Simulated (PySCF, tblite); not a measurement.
**H3Br2N, a complex of two parts: NMR shifts, interaction energy, infrared bands, spin-spin couplings, core binding energies and electronic excitations**

The task here is to estimate one member of a computed series from the others.

Programs: tblite 0.8.0 and PySCF 2.14.0. All values are calculated, for the isolated system unless a continuum is named. Atoms count from 0, parts from 1.

## Starting point

6 atoms, charge 0, multiplicity 1; geometry: rigid parts in contact. Parts: 1 = atoms 0–1, `BrBr`, charge 0; 2 = atoms 2–5, `N`, charge 0.

Set-up of the first run:

The job: settings as JSON, then the geometry in Å.

```
{"job": {"kind": "dock", "xc": "GFN2-xTB", "basis": "xTB"}, "charge": 0, "multiplicity": 1, "parts": [{"atoms": "0-1", "charge": 0, "multiplicity": 1}, {"atoms": "2-5", "charge": 0, "multiplicity": 1}]}
Br     1.140660    -0.012853    -0.009950
Br    -1.140660     0.012853     0.009950
N      3.979320    -0.097365     0.601806
H      4.073017    -0.340387    -0.376832
H      4.886209     0.212236     0.929113
H      3.742717    -0.942243     1.107524
```

Level: GFN2-xTB search for minima from random contacts, gas phase.

Launch:

```console
OMP_NUM_THREADS=1 python cluster_run.py task.json out
```

This one command runs all jobs of the session in turn.

Among the steps run: Search for minima with GFN2-xTB; Optimising the geometry at PBE0-D3(BJ)/def2-TZVPD; Shielding tensors: PBE0/pcSseg-2; Coupled-cluster interaction energy: CCSD(T) and MP2.

One of the session's tables, all rows but one given; the rest of the session is left out.

It belongs to the step «Coupled-cluster interaction energy: CCSD(T) and MP2». 

```
                 method  interaction energy (kcal/mol)
         HF/aug-cc-pVDZ                          -1.60
        MP2/aug-cc-pVDZ                          -6.90
       CCSD/aug-cc-pVDZ                          -4.36
    CCSD(T)/aug-cc-pVDZ                          -5.29
         HF/aug-cc-pVQZ                          -0.80
        MP2/aug-cc-pVQZ                          -8.35
    SCS-MP2/aug-cc-pVQZ                              ?
      MP2, extrapolated                          -8.78
CCSD(T), limit estimate                          -7.18
```

Q: Estimate the row for SCS-MP2/aug-cc-pVQZ from the others.

As computed: interaction energy (kcal/mol): -6.40. In the column «interaction energy (kcal/mol)» it lies between MP2/aug-cc-pVDZ (-6.90) and CCSD(T)/aug-cc-pVDZ (-5.29).

Caveats from the session: The interaction energy leaves out the deformation of the parts, 1.45 kcal/mol (MP2); added to the CCSD(T) estimate it gives a binding of about -5.73 kcal/mol.
